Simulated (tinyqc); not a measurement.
G0W0 on RHF in the sto-6g basis, for BH2+, spin multiplicity 1, step by step. One step of it, computed by the program tinyqc.

Task: Screening: direct RPA. With D = e_a - e_i and K = (ia|jb): diagonalise D^(1/2) (D + 4K) D^(1/2) = Z w^2 Z^T; X + Y = D^(1/2) Z w^(-1/2), each column of Z with its largest component positive (the first on a tie); E_c = (sum w - tr (D + 2K)) / 2.

orbital energies (hartree): [-8.011062, -0.912698, -0.777632, -0.195014, -0.147615, 0.053663, 0.231411]

Two-electron integrals over orbitals (pq|rs), unique and non-zero (hartree):
```
(11|11) 2.904248    (21|11) -0.265828   (21|21) 0.039377    (22|11) 0.619017
(22|21) -0.009658   (22|22) 0.452948    (31|11) 0.019263    (31|21) -0.002281
(31|22) 0.002732    (31|31) 0.008709    (32|11) -0.004317   (32|21) 0.001434
(32|22) 0.020566    (32|31) 0.013463    (32|32) 0.133555    (33|11) 0.530911
(33|21) -0.003586   (33|22) 0.436739    (33|31) -0.001478   (33|32) -0.014630
(33|33) 0.459155    (41|11) 0.131333    (41|21) -0.018134   (41|22) 0.009704
(41|31) 0.001519    (41|32) -0.000061   (41|33) 0.004295    (41|41) 0.025324
(42|11) -0.092590   (42|21) 0.005946    (42|22) 0.002326    (42|31) -0.000326
(42|32) 0.002838    (42|33) 0.010921    (42|41) 0.014025    (42|42) 0.076192
(43|11) 0.012411    (43|21) -0.000635   (43|22) 0.006290    (43|31) -0.001623
(43|32) 0.030282    (43|33) -0.003574   (43|41) -0.001045   (43|42) -0.004783
(43|43) 0.034636    (44|11) 0.693234    (44|21) -0.010499   (44|22) 0.441912
(44|31) 0.000509    (44|32) -0.002948   (44|33) 0.414329    (44|41) -0.010333
(44|42) -0.078336   (44|43) 0.008406    (44|44) 0.555302    (51|51) 0.021963
(52|51) 0.022219    (52|52) 0.076765    (53|51) -0.001620   (53|52) -0.004209
(53|53) 0.017845    (54|51) -0.010482   (54|52) -0.030330   (54|53) 0.002562
(54|54) 0.038764    (55|11) 0.743139    (55|21) -0.009242   (55|22) 0.466956
(55|31) 0.000638    (55|32) -0.001649   (55|33) 0.420718    (55|41) 0.004203
(55|42) -0.047095   (55|43) 0.006801    (55|44) 0.498791    (55|55) 0.587109
(61|11) -0.192143   (61|21) 0.029708    (61|22) -0.004456   (61|31) -0.003536
(61|32) -0.001806   (61|33) -0.000837   (61|41) -0.004090   (61|42) 0.013487
(61|43) -0.000781   (61|44) -0.015107   (61|55) -0.005465   (61|61) 0.028395
(62|11) 0.195434    (62|21) -0.007048   (62|22) 0.050023    (62|31) -0.000508
(62|32) -0.007175   (62|33) 0.010541    (62|41) 0.013150    (62|42) -0.003252
(62|43) 0.003367    (62|44) 0.054449    (62|55) 0.100258    (62|61) 0.000947
(62|62) 0.085225    (63|11) -0.043039   (63|21) 0.001182    (63|22) -0.021558
(63|31) 0.001238    (63|32) -0.064536   (63|33) 0.002978    (63|41) -0.001001
(63|42) 0.005195    (63|43) -0.032922   (63|44) -0.015482   (63|55) -0.023068
(63|61) 0.000259    (63|62) -0.015636   (63|63) 0.082383    (64|11) 0.097063
(64|21) 0.000100    (64|22) 0.029542    (64|31) 0.000910    (64|32) 0.008081
(64|33) -0.000407   (64|41) 0.005602    (64|42) -0.004722   (64|43) 0.003013
(64|44) 0.045206    (64|55) 0.051045    (64|61) 0.003438    (64|62) 0.054189
(64|63) -0.017103   (64|64) 0.043432    (65|51) 0.015335    (65|52) 0.048077
(65|53) -0.005462   (65|54) -0.007784   (65|65) 0.038663    (66|11) 0.574588
(66|21) -0.007441   (66|22) 0.439895    (66|31) -0.001519   (66|32) -0.025570
(66|33) 0.444755    (66|41) 0.018845    (66|42) 0.047799    (66|43) -0.013784
(66|44) 0.400059    (66|55) 0.427801    (66|61) 0.004157    (66|62) 0.034590
(66|63) 0.015260    (66|64) 0.015740    (66|66) 0.496556    (71|11) -0.028347
(71|21) 0.005252    (71|22) 0.002044    (71|31) 0.012618    (71|32) 0.018867
(71|33) -0.002697   (71|41) -0.000872   (71|42) 0.001501    (71|43) -0.002868
(71|44) -0.001991   (71|55) -0.000754   (71|61) 0.001717    (71|62) -0.001631
(71|63) 0.002102    (71|64) 0.001693    (71|66) -0.002829   (71|71) 0.020274
(72|11) 0.040977    (72|21) -0.000847   (72|22) 0.007899    (72|31) 0.008674
(72|32) -0.007606   (72|33) 0.002641    (72|41) 0.001563    (72|42) -0.006425
(72|43) -0.030208   (72|44) 0.014629    (72|55) 0.020224    (72|61) -0.001915
(72|62) 0.012074    (72|63) 0.047310    (72|64) 0.007977    (72|66) 0.011839
(72|71) 0.012275    (72|72) 0.057849    (73|11) 0.225724    (73|21) -0.005387
(73|22) 0.053602    (73|31) -0.000235   (73|32) -0.010962   (73|33) 0.028119
(73|41) 0.000280    (73|42) -0.050665   (73|43) 0.003860    (73|44) 0.098043
(73|55) 0.114970    (73|61) -0.004785   (73|62) 0.072120    (73|63) -0.012196
(73|64) 0.046329    (73|66) 0.004996    (73|71) -0.001479   (73|72) 0.019017
(73|73) 0.108533    (74|11) 0.007152    (74|21) -0.000353   (74|22) -0.007491
(74|31) -0.007178   (74|32) -0.066457   (74|33) 0.008866    (74|41) 0.000900
(74|42) 0.001438    (74|43) -0.003542   (74|44) 0.003203    (74|55) 0.003195
(74|61) 0.001904    (74|62) 0.007839    (74|63) 0.043660    (74|64) -0.003346
(74|66) 0.016444    (74|71) -0.010369   (74|72) 0.007569    (74|73) 0.009091
(74|74) 0.052931    (75|51) 0.002259    (75|52) 0.008031    (75|53) 0.016003
(75|54) -0.001605   (75|65) 0.002978    (75|75) 0.019095    (76|11) -0.000896
(76|21) 0.000535    (76|22) 0.018040    (76|31) 0.009076    (76|32) 0.110958
(76|33) -0.015118   (76|41) 0.002086    (76|42) 0.008250    (76|43) 0.043491
(76|44) -0.005266   (76|55) 0.000771    (76|61) -0.000429   (76|62) 0.001206
(76|63) -0.077774   (76|64) 0.011410    (76|66) -0.023528   (76|71) 0.012825
(76|72) -0.034706   (76|73) -0.011689   (76|74) -0.056243   (76|76) 0.120195
(77|11) 0.627068    (77|21) -0.007971   (77|22) 0.452472    (77|31) 0.003103
(77|32) 0.031506    (77|33) 0.457917    (77|41) 0.003881    (77|42) -0.003191
(77|43) 0.012365    (77|44) 0.444944    (77|55) 0.446748    (77|61) -0.005961
(77|62) 0.013780    (77|63) -0.027153   (77|64) 0.004062    (77|66) 0.448863
(77|71) 0.002727    (77|72) -0.005077   (77|73) 0.035349    (77|74) -0.015474
(77|76) 0.028626    (77|77) 0.499480
```

Give: D^(1/2) (D + 4K) D^(1/2); excitation energies w; X + Y; RPA correlation energy.

Result:

D^(1/2) (D + 4K) D^(1/2) (hartree^2), order 1>4, 1>5, 1>6, 1>7, 2>4, 2>5, 2>6, 2>7, 3>4, 3>5, 3>6, 3>7:
```
[[61.8824, 0.0000, -0.1299, -0.0280, 0.1329, 0.0000, 0.1446, 0.0187, -0.0089, 0.0000, -0.0102, 0.0031],
 [0.0000, 62.5246, 0.0000, 0.0000, 0.0000, 0.2180, 0.0000, 0.0000, 0.0000, -0.0144, 0.0000, 0.0000],
 [-0.1299, 0.0000, 65.9558, 0.0560, 0.1298, 0.0000, 0.0106, -0.0233, -0.0068, 0.0000, 0.0027, -0.0546],
 [-0.0280, 0.0000, 0.0560, 68.6068, 0.0146, 0.0000, -0.0184, 0.1508, -0.0251, 0.0000, 0.0220, -0.0171],
 [0.1329, 0.0000, 0.1298, 0.0146, 0.7338, 0.0000, -0.0108, -0.0233, -0.0124, 0.0000, 0.0161, -0.1725],
 [0.0000, 0.2180, 0.0000, 0.0000, 0.0000, 0.8203, 0.0000, 0.0000, 0.0000, -0.0117, 0.0000, 0.0000],
 [0.1446, 0.0000, 0.0106, -0.0184, -0.0108, 0.0000, 1.2633, 0.0508, 0.0101, 0.0000, -0.0561, 0.2849],
 [0.0187, 0.0000, -0.0233, 0.1508, -0.0233, 0.0000, 0.0508, 1.5737, -0.0987, 0.0000, 0.1846, 0.0817],
 [-0.0089, 0.0000, -0.0068, -0.0251, -0.0124, 0.0000, 0.0101, -0.0987, 0.4202, 0.0000, -0.0916, 0.0118],
 [0.0000, -0.0144, 0.0000, 0.0000, 0.0000, -0.0117, 0.0000, 0.0000, 0.0000, 0.4419, 0.0000, 0.0000],
 [-0.0102, 0.0000, 0.0027, 0.0220, 0.0161, 0.0000, -0.0561, 0.1846, -0.0916, 0.0000, 0.9650, -0.0447],
 [0.0031, 0.0000, -0.0546, -0.0171, -0.1725, 0.0000, 0.2849, 0.0817, 0.0118, 0.0000, -0.0447, 1.4562]]
```

excitation energies w (hartree): [0.6329, 0.6645, 0.8295, 0.9055, 0.9527, 1.0401, 1.2602, 1.3208, 7.8663, 7.9073, 8.1215, 8.2830]

X + Y, order 1>4, 1>5, 1>6, 1>7, 2>4, 2>5, 2>6, 2>7, 3>4, 3>5, 3>6, 3>7:
```
[[0.0003, 0.0000, -0.0057, 0.0000, -0.0007, -0.0067, 0.0011, -0.0024, 0.9963, 0.0000, -0.0310, -0.0044],
 [0.0000, 0.0004, 0.0000, -0.0104, 0.0000, 0.0000, 0.0000, 0.0000, 0.0000, 0.9972, 0.0000, 0.0000],
 [0.0002, 0.0000, -0.0052, 0.0000, -0.0007, -0.0028, -0.0006, 0.0024, 0.0321, 0.0000, 0.9958, 0.0210],
 [0.0006, 0.0000, -0.0006, 0.0000, 0.0010, -0.0001, -0.0053, -0.0024, 0.0040, 0.0000, -0.0216, 0.9973],
 [0.0344, 0.0000, 0.8918, 0.0000, 0.0500, 0.1907, 0.0600, -0.0969, 0.0007, 0.0000, 0.0006, 0.0001],
 [0.0000, 0.0330, 0.0000, 0.9188, 0.0000, 0.0000, 0.0000, 0.0000, 0.0000, 0.0011, 0.0000, 0.0000],
 [-0.0058, 0.0000, -0.1221, 0.0000, 0.1412, 0.7810, -0.2848, 0.3876, 0.0008, 0.0000, 0.0000, -0.0001],
 [0.0839, 0.0000, 0.0209, 0.0000, -0.3209, 0.0492, 0.7322, 0.5242, 0.0001, 0.0000, -0.0002, 0.0008],
 [0.9478, 0.0000, -0.0202, 0.0000, -0.0887, 0.0023, -0.0659, -0.0237, 0.0000, 0.0000, 0.0000, -0.0001],
 [0.0000, 0.9733, 0.0000, -0.0257, 0.0000, 0.0000, 0.0000, 0.0000, 0.0000, -0.0001, 0.0000, 0.0000],
 [0.1585, 0.0000, -0.0577, 0.0000, 0.8732, -0.0735, 0.2475, 0.0504, -0.0001, 0.0000, 0.0000, 0.0001],
 [-0.0044, 0.0000, 0.2782, 0.0000, 0.0695, -0.5229, -0.3952, 0.5895, 0.0000, 0.0000, -0.0003, -0.0001]]
```

RPA correlation energy = -0.059648 hartree
